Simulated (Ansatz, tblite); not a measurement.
**The cluster PdS₂+: one state, many levels**

How do method and basis change the picture of the cluster PdS₂+ (doublet)?

Program: Ansatz 0.2.0, Gaussian basis. Level of theory: as each input shows. These are calculated values, not measurements.

Plan: GFN1-xTB, GFN2-xTB, PBE-D4/def2-TZVP, r2SCAN-D4/def2-TZVP, PBE-QIDH/def2-TZVP, ωB97M-V/def2-TZVP, B3LYP-D4/def2-TZVP, HF/def2-TZVP, BHLYP-D4/def2-TZVP, PBE+5HF/def2-TZVP, PBE+10HF/def2-TZVP, PBE+15HF/def2-TZVP, PBE+35HF/def2-TZVP, PBE+50HF/def2-TZVP, PBE-D4/def2-SVP, PBE0-D4/def2-SVP, CCSD(T)/def2-TZVPP, MP2/def2-TZVP, RPA/def2-TZVP.

3 further runs of the same task are left out: 3 set aside as unsound or not needed.

**1. The relaxed structure**

The doublet was relaxed beforehand with PBE-D4/def2-TZVP. At that level it is the lowest of the isomers that a small search found.

3 atoms, charge 1, spin multiplicity 2.

Bond lengths: Pd1–S2 2.271 Å, Pd1–S3 2.271 Å, S2–S3 1.937 Å. Angles: S2–Pd1–S3 50.5°, Pd1–S2–S3 64.8°, Pd1–S3–S2 64.8°.

Pd takes a core potential in the def2 sets. No spin-orbit coupling is included. The ion is computed in the gas phase, without counter-ions or solvent.

PBE0-D4/def2-TZVP was run before; its log isn't repeated, and its numbers join the tables.

**2. GFN1-xTB**

Tight binding, by tblite at 300 K electronic temperature and without a spin-polarisation term:

```python
tblite.interface.Calculator('GFN1-xTB', numbers, positions, charge=1, uhf=1).singlepoint()
```

Energy -307.8007 eV; 0.013 s.

**3. GFN2-xTB**

Tight binding, by tblite at 300 K electronic temperature and without a spin-polarisation term:

```python
tblite.interface.Calculator('GFN2-xTB', numbers, positions, charge=1, uhf=1).singlepoint()
```

Energy -286.4955 eV; 0.008 s.

**4. PBE-D4/def2-TZVP**

start.molden holds the orbitals of an earlier run on this state, given as this run's starting guess.

Input file in.yaml:

```yaml
crystal:
  periodic: [false, false, false]
  atoms:
    - {symbol: Pd, position_ang: [-1.356156, 0.181227, -0.060990]}
    - {symbol: S, position_ang: [0.806253, 0.869492, 0.033155]}
    - {symbol: S, position_ang: [0.549903, -1.050719, 0.027825]}
basis:
  gaussian: {orbitals: def2-TZVP, initial_orbitals: start.molden}
total_charge: 1
magnetization: {spin_polarized: true, initial_magnetization: 1}
hamiltonian: {xc: pbe, dispersion: d4}
scf: {omitted_lower_state_checks: [starts]}
output: {orbitals: {seedname: orbitals}}
```

Launch:

```sh
ansatz run in.yaml --threads 4 --pin off --events-out ev --progress --plain --max-ram 3916MiB
```

Further steps of the session: r2SCAN-D4/def2-TZVP; PBE-QIDH/def2-TZVP; ωB97M-V/def2-TZVP; B3LYP-D4/def2-TZVP; HF/def2-TZVP; BHLYP-D4/def2-TZVP; PBE+5HF/def2-TZVP; PBE+10HF/def2-TZVP; PBE+15HF/def2-TZVP; PBE+35HF/def2-TZVP; PBE+50HF/def2-TZVP; PBE-D4/def2-SVP; PBE0-D4/def2-SVP; CCSD(T)/def2-TZVPP; MP2/def2-TZVP; RPA/def2-TZVP.

**Question.** What will the summary of the whole plan be? Wanted: gap in def2-TZVP, named functionals and Hartree-Fock, smallest and largest; gap over the share of exact exchange; correlation energy, CCSD(T)/def2-TZVPP; correlation energy, MP2/def2-TZVP; ⟨S²⟩ in def2-TZVP, named functionals and Hartree-Fock, smallest and largest; PBE0 total energy, smallest basis above largest.

The runs gave:

| quantity | value |
| --- | --- |
| gap in def2-TZVP, named functionals and Hartree-Fock, smallest and largest | 0.80 eV (PBE-D4), 10.06 eV (HF) |
| gap over the share of exact exchange | 0.80 eV at 0, 5.40 eV at 0.5 |
| correlation energy, CCSD(T)/def2-TZVPP | -27.43 eV |
| correlation energy, MP2/def2-TZVP | -21.07 eV |
| ⟨S²⟩ in def2-TZVP, named functionals and Hartree-Fock, smallest and largest | 0.753, 1.352 |
| PBE0 total energy, smallest basis above largest | 8.83 eV (def2-SVP, def2-TZVP) |

In words: Over the named functionals and Hartree-Fock in def2-TZVP the gap runs from 0.80 eV (PBE-D4) to 10.06 eV (HF); exact exchange widens it. Raising the share of exact exchange from 0 to 0.5 moves the HOMO by -2.76 eV and the LUMO by +1.84 eV. Over the named functionals and Hartree-Fock in def2-TZVP spin contamination reaches 0.60 (HF), so some levels may describe another state. Notes on CCSD(T)/def2-TZVPP: large T1 diagnostic, spin contamination.
